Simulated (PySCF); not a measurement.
## Telling isomers of C6H10 apart by NMR

Level of theory: structure optimised with GFN2-xTB, couplings computed with B3LYP/pcJ-1 (spin–dipole term left out of most H,H and C,H couplings), shielding tensors at PBE0/pcSseg-1 (GIAO), in PySCF 2.14.0 with density-fitted response routines (equivalent nuclei averaged, non-relativistic Hamiltonian, a single conformation, no solvent model).

Scale: $^{1}$H (σref 31.72), $^{13}$C (σref 186.93) vs TMS (reference shieldings calculated alike). Multiplet labels drop J under 1 Hz and among equivalent protons, and merge close values. Unscaled 3J(H,H) run several per cent high. Where no couplings were computed, multiplicities follow the n + 1 count of equivalent neighbours, and m marks all less simple cases (inequivalent or close neighbours, rings, F or P nearby). Shifts are as computed. Against solution values, carbons near 30 ppm lie about +3 ppm off and those near 130 ppm about +5 ppm. Of 1211 compounds with measured shifts, 218 miss one by over three times the rms of a fit or turn the order of signals round; such compounds aren't used in these exercises.

(1) Tabulate the signals of `C1C[C@@H]2C[C@@H]2C1`, `CC=C=CCC` and their relative energies.

(2) What is the quickest way to tell C1C[C@@H]2C[C@@H]2C1 from CC=C=CCC?

## Answers

(1) 
```json
{"SMILES": "C1C[C@@H]2C[C@@H]2C1", "carbon types": "2×CH 4×CH2", "δC": "31.3, 22.9, 20.6, 8.0", "δH": "1.81 (m, 2H), 1.80 (m, 2H), 1.55 (m, 1H), 1.23 (m, 2H), 1.19 (m, 1H), 0.31 (td, 1H), -0.06 (dt, 1H)", "E rel. (kcal/mol)": "0.0"}
{"SMILES": "CC=C=CCC", "carbon types": "1×C 2×CH 1×CH2 2×CH3", "δC": "215.8, 98.3, 91.0, 30.0, 18.8, 18.0", "δH": "5.27 (m, 1H), 5.25 (m, 1H), 2.10 (m, 2H), 1.79 (m, 3H), 1.09 (t, 3H)", "E rel. (kcal/mol)": "24.2"}
```

Energies are electronic energies at PBE0/pcSseg-1 on these geometries, without zero-point or thermal terms, each for the one conformer computed, which needn't be the lowest.

(2) Count the carbon signals: 4 against 6. The first has a three-membered-ring carbon (CH) at 20.6 ppm, the second a central carbon of an allene (C) at 215.8 ppm. Their most deshielded carbons lie at 31.3 and 215.8 ppm. In the proton spectra the most deshielded non-exchanging signals are 1.81 (m, 2H) and 5.27 (m, 1H).
